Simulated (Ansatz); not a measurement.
C3H7ClO can be A, `OCCCCl`, or B, `COCCCl`.

Isolated molecules relaxed with PBE0-D4/def2-TZVP in Ansatz; ΔE leaves out vibrations. CCSD(T)/CBS is the MP2 limit (def2-TZVPP, def2-QZVPP) plus CCSD(T) − MP2 in def2-TZVPP, frozen cores. DFT in def2-TZVPP. One conformer a species, not always the lowest.

Q: Which is lower in electronic energy at CCSD(T)/CBS, and by how much? (An estimate is asked.)

A: Computed: A, by 47.0 kJ/mol.

Q: Give E(B) − E(A) in kJ/mol with CCSD/def2-TZVPP, HF/def2-TZVPP, ωB97M-V, PBE-D4, r2SCAN-D4, B2PLYP, CCSD(T)/def2-TZVPP. (Best estimate.)

A: The calculation gave: CCSD/def2-TZVPP 44.3, HF/def2-TZVPP 37.5, ωB97M-V 44.5, PBE-D4 42.2, r2SCAN-D4 42.5, B2PLYP 41.4, CCSD(T)/def2-TZVPP 44.0. None reverses the order clearly.

Largest T1 diagnostic: 0.010.

In def2-TZVPP, CCSD(T) changes the Hartree–Fock value by +6.5 kJ/mol (the triples alone add −0.3 kJ/mol) and MP2 by +10.8 kJ/mol.
